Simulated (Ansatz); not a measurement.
## Relative stability

Two relaxed structures of CH₃NSi, singlet (PBE0-D4/def2-TZVP; forces vanish, vibrations not checked).

A:

C1  (-1.385, -0.834, 0.211)
Si2  (0.101, -0.060, 0.416)
N3  (1.256, 1.012, 0.425)
H4  (-1.542, -1.473, -0.648)
H5  (-2.058, -0.934, 1.054)
H6  (2.196, 0.865, 0.760)
(Å)

B:

```
6
angstrom
C -1.2195 -0.7933 -0.3790
Si 1.5297 0.2815 0.1946
N -0.2298 -0.2686 -0.1271
H -2.1200 -1.3133 -0.6218
H 1.2787 1.5457 -0.6026
H 1.1079 0.8373 1.5398
```

Computed with Ansatz 0.2.0 (basis: def2-TZVPP); correlated methods freeze the cores. B3LYP uses VWN-RPA correlation.

Q: Which structure is lower at CCSD(T), and by how much? (An estimate is asked for; the value comes from the calculation.)

A: By the calculation: B, by 0.153 eV (electronic energy, against the other). By their contacts, A is CH₃NSi ([CH2][Si][NH]) and B is CH₃NSi ([CH][N][SiH2]).

All methods give the same order:

```tsv
method	E(B) − E(A) (eV)
PBE-D4	-0.094
r2SCAN-D4	-0.027
PBE0-D4	-0.068
B3LYP-D4	-0.195
wB97M-V	-0.094
HF	-0.503
MP2	-0.020
CCSD	-0.213
CCSD(T)	-0.153
```

The T1 diagnostic stays at or below 0.020.

Labels in which every atom is bracketed show which atoms are joined, not bond orders.

For scale, one of the runs: CCSD(T)/def2-TZVPP, 146 basis functions, launched by `ansatz run in.yaml --threads 2 --pin off --events-out ev --progress --plain --max-ram 4352MiB`. Hardware: 2 CPU threads of an Arm Neoverse V1, shared host. Wall time 12 s; peak host memory 0.84 GiB.
